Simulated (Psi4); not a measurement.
Psi4 input (wB97X-D/6-311+G**):

```
memory 1500 MB

molecule {
1 2
N    -0.00000000    0.00000000    0.00000000
H    -0.01073378    1.02502493   -0.03038898
H     0.89333025   -0.50366246    0.00006664
H    -0.88259648   -0.52136248    0.03032234
symmetry c1
no_reorient
no_com
}

set {
  basis 6-311+G**
  reference uks
  scf_type pk
  dft_radial_points 99
  dft_spherical_points 590
  e_convergence 1e-8
  d_convergence 1e-7
  maxiter 150
}

e = energy('wb97x-d')
print_out(f'\nFINAL {e:.10f} DIPOLE {variable("CURRENT DIPOLE")[0]:.6f} {variable("CURRENT DIPOLE")[1]:.6f} {variable("CURRENT DIPOLE")[2]:.6f}\n')
```

Problem. What final total energy does it give?

Solution. -56.18839 Eh.
